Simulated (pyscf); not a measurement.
Thermochemistry of product channels of `[F][SiH]` [singlet] + `[NH3]` on the singlet surface, in kcal/mol, from ωB97M-D3(BJ)/def2-TZVP energies (ideal gas, 1 atm, RRHO with modes under 100 cm⁻¹ raised to 100, one conformer, R ln 2 for rigid chiral ones). Single points on ωB97X-D3(BJ)/def2-SVP structures (PySCF, gas phase).

| products | ΔE | ΔH(298 K) | ΔG(600 K) | ΔG(1200 K) |
|---|---|---|---|---|
| `[NH2][SiH2][F]` | -63.7 | -63.0 | -41.6 | -21.6 |
| `[NH2][Si][F]` [singlet] + `[H][H]` | -29.5 | -31.9 | -28.0 | -26.0 |
| `[NH2][SiH]` [singlet] + `[FH]` | +9.8 | +9.8 | +11.4 | +12.2 |

These are energies of the channels, which say nothing of barriers.
